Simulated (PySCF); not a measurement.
Species: ethanethial, C2H4S.
Numbering: `[CH3:1][CH:2]=[S:3]` (hydrogens: H4, H5, H6 on C1; H7 on C2)

The closed-shell SCF was solved with PySCF and density fitting under several settings on one GFN2-xTB geometry (grid level 2 and gas phase unless stated).

| settings | basis functions | SCF cycles | E (Eh) | HOMO (eV) | LUMO (eV) | dipole (D) |
| --- | --- | --- | --- | --- | --- | --- |
| PBE0/pcSseg-1 | 78 | 12 | -476.5186 | -6.48 | -2.14 | 2.55 |
| PBE0/def2-SVPD | 99 | 12 | -476.3736 | -6.54 | -2.22 | 2.61 |
| LDA/def2-SVPD, start guess atom | 99 | 11 | -474.4982 | -5.40 | -3.33 | 2.56 |
| wB97X-D/pcSseg-1, fitting basis def2-universal-jkfit | 78 | 10 | -476.7272 | -8.39 | -0.36 | 2.62 |

Task: Estimate the rows for these settings: (1) HF/cc-pVTZ, start guess huckel; (2) revPBE/6-311G**.

Result: 
| settings | basis functions | SCF cycles | E (Eh) | HOMO (eV) | LUMO (eV) | dipole (D) |
| --- | --- | --- | --- | --- | --- | --- |
| HF/cc-pVTZ, start guess huckel | 150 | 12 | -475.6148 | -9.26 | 1.75 | 2.86 |
| revPBE/6-311G** | 86 | 14 | -476.7224 | -5.25 | -3.02 | 2.59 |

Task: Over all rows, what range does the HOMO–LUMO gap span?

Result: From 2.07 eV (LDA/def2-SVPD, start guess atom) to 11.01 eV (HF/cc-pVTZ, start guess huckel). The functional of the narrowest has no exact exchange, that of the widest 100 % exact exchange.

Task: And the dipole moment?

Result: From 2.55 D (PBE0/pcSseg-1) to 2.86 D (HF/cc-pVTZ, start guess huckel); the largest is 1.12 times the smallest, and the median is 2.60 D.

Task: Compare two rows with the functional PBE0: PBE0/pcSseg-1 and PBE0/def2-SVPD. Which energy is lower, and by how much?

Result: PBE0/pcSseg-1 (78 functions) lies 0.1450 Eh or 91 kcal/mol below PBE0/def2-SVPD (99 functions). The smaller set gives the lower energy; the two sets aren't nested, so the variational bound doesn't order them by size.

wB97X-D ran without the empirical dispersion term, which would shift the total energy alone. Cycle counts include a coarse-grid stage where the run had one. All basis functions are spherical, in the Pople sets too.
